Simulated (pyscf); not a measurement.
Structures and frequencies: ωB97X-D3(BJ)/def2-SVP in PySCF.

Task: Estimate the classical barrier height and the reaction energy of germane (GeH₄) + water (H₂O) → HO–GeH₃ + hydrogen (H₂) at ωB97M-D3(BJ)/def2-TZVP. The step runs on the singlet surface, breaks Ge–H, H–O and forms Ge–O, H–H; take the separated reactants as zero.

Result: ΔE‡ = 2.00 eV, ΔE = +0.02 eV. Zero-point energy shifts the barrier by -0.03 eV. It is a four-centre exchange, with an imaginary mode of 1403i cm⁻¹. One saddle was located; it need not be the lowest between these sides. Elements up to Kr have no core potential and no relativistic terms here.
